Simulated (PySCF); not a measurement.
Gas-phase reaction: 2 (CH3)2Si + 2 Si2H5 → 6 SiH2 + C4H10 (n-butane)

Computed with PySCF and rigid-rotor harmonic-oscillator thermochemistry at 1 bar. S°(298 K) at PBE0/def2-TZVP differs from the NASA 1993 table for C4H10 (n-butane) (-9 J/mol/K); whether the harmonic model or the table's entry is off was not settled. † marks an energy on the PBE0/def2-TZVP geometry and frequencies; other levels use their own. MP2 and CCSD(T) freeze the core. 6-31G* has spherical d functions here. Open shells (unrestricted): Si2H5 (multiplicity 2); the rest are closed-shell singlets. No R ln 2 is added for the mirror-image form of (CH3)2Si. (CH3)2Si, Si2H5: computed as isolated molecules; such fragments, hydroxides, amides, oligomers or adducts are transient or little studied in the gas. MP2 isn't extrapolated to the basis-set limit; its ΔH°(298 K) is 731.9 kJ in def2-SVP and 787.2 kJ in def2-TZVPP. CCSD(T) isn't extrapolated to the basis-set limit. The harmonic model lacks anharmonicity and excited electronic states, which grow with temperature; levels with a mode under 35 cm⁻¹ are left out. Internal rotation in (CH3)2Si, Si2H5, C4H10 (n-butane) is treated as a harmonic vibration of one conformer, which makes the entropy rough.

```
level               ΔE electronic, kJ  ΔH°(298 K), kJ  ΔS°(298 K), J/K  ΔG°(1000 K), kJ
------------------  -----------------  --------------  ---------------  ---------------
BLYP/def2-TZVP†                   714             678              367              329
CCSD(T)/def2-SVP†                 686             649              367              301
HF/6-31G*                         710             670              360              326
MP2/def2-SVP†                     768             732              367              384
MP2/def2-TZVPP†                   824             787              367              439
PBE0/def2-SVP†                    827             791              367              442
PBE0/def2-TZVP                    849             812              367              464
ωB97M-V/def2-TZVP†                750             713              367              365
```
ΔH° is lowest at CCSD(T)/def2-SVP† and highest at PBE0/def2-TZVP. No reference value is set beside these.
